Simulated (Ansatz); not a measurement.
Reaction (SMILES): C=C=O → 2 C atom + 2 H atom + O atom
B3LYP-D3(BJ)/def2-TZVP geometries, fixed; electronic energies without zero-point terms.
Largest species:
```xyz
5

C      0.0091     0.0017    -1.2056
C     -0.0008    -0.0001     0.1027
H      0.0282     0.9401    -1.7377
H     -0.0018    -0.9351    -1.7406
O     -0.0096    -0.0018     1.2620
```
Charge 0, spin multiplicity 1.

Basis-set convergence of the atomisation energy at HF with Ansatz (a quantum-chemistry and plane-wave program). All functions are spherical. Open shells are unrestricted. No added dispersion term, no relativity. Functions are those of the species that has most. Reference: the value in aug-pcseg-3, 372.72 kcal/mol, itself unsure by roughly 1.20 kcal/mol (its mean distance from aug-cc-pVQZ, cc-pV5Z, def2-QZVPPD). Deviations are taken from unrounded values.

```tsv
basis	functions	atomisation energy (kcal/mol)	minus reference (kcal/mol)
STO-3G	17	370.60	-2.12
6-31G	31	324.03	-48.68
def2-SV(P)	46	372.01	-0.71
aug-pcseg-1	87	369.99	-2.73
def2-TZVP	105	370.34	-2.37
def2-TZVPD	132	370.35	-2.37
def2-TZVPPD	148	370.82	-1.90
def2-QZVPP	231	371.46	-1.26
pcseg-3	246	372.69	-0.03
def2-QZVPPD	258	371.43	-1.28
aug-cc-pVQZ	332	371.51	-1.21
aug-pcseg-3	353	372.72	0.00
cc-pV5Z	383	371.62	-1.10
```
